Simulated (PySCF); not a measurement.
Gas-phase reaction: SiH₄ + C₅H₈ (cyclic) → CH₃SiH + 4 CH₂

Computed with PySCF and rigid-rotor harmonic-oscillator thermochemistry at 1 bar. † marks an energy on the PBE0/def2-TZVP geometry and frequencies; other levels use their own. CCSD(T) freezes the core. Open shells (unrestricted): CH₂ (multiplicity 3); the rest are closed-shell singlets. B3LYP is the form with VWN-RPA correlation. CH₃SiH: computed as isolated molecules; such fragments, hydroxides, amides, oligomers or adducts are transient or little studied in the gas. CCSD(T) isn't extrapolated to the basis-set limit. The harmonic model lacks anharmonicity and excited electronic states, which grow with temperature; levels with a mode under 35 cm⁻¹ are left out. Internal rotation in CH₃SiH is treated as a harmonic vibration of one conformer, which makes the entropy rough.

```json
[
 {"level": "B3LYP/def2-TZVP†", "ΔE electronic, kJ": "1720", "ΔH°(298 K), kJ": "1650", "ΔS°(298 K), J/K": "548", "ΔG°(1200 K), kJ": "970"},
 {"level": "BLYP/def2-TZVP†", "ΔE electronic, kJ": "1706", "ΔH°(298 K), kJ": "1636", "ΔS°(298 K), J/K": "548", "ΔG°(1200 K), kJ": "956"},
 {"level": "CCSD(T)/def2-SVP†", "ΔE electronic, kJ": "1717", "ΔH°(298 K), kJ": "1647", "ΔS°(298 K), J/K": "548", "ΔG°(1200 K), kJ": "967"},
 {"level": "HF/def2-TZVP†", "ΔE electronic, kJ": "1219", "ΔH°(298 K), kJ": "1149", "ΔS°(298 K), J/K": "548", "ΔG°(1200 K), kJ": "469"},
 {"level": "PBE/def2-SVP", "ΔE electronic, kJ": "1817", "ΔH°(298 K), kJ": "1751", "ΔS°(298 K), J/K": "550", "ΔG°(1200 K), kJ": "1071"},
 {"level": "PBE/def2-TZVP†", "ΔE electronic, kJ": "1779", "ΔH°(298 K), kJ": "1709", "ΔS°(298 K), J/K": "548", "ΔG°(1200 K), kJ": "1029"},
 {"level": "ωB97M-V/def2-TZVP†", "ΔE electronic, kJ": "1782", "ΔH°(298 K), kJ": "1712", "ΔS°(298 K), J/K": "548", "ΔG°(1200 K), kJ": "1032"},
 {"level": "ωB97X-V/def2-TZVP†", "ΔE electronic, kJ": "1825", "ΔH°(298 K), kJ": "1756", "ΔS°(298 K), J/K": "548", "ΔG°(1200 K), kJ": "1076"}
]
```
ΔH° is lowest at HF/def2-TZVP† and highest at ωB97X-V/def2-TZVP†. No reference value is set beside these.
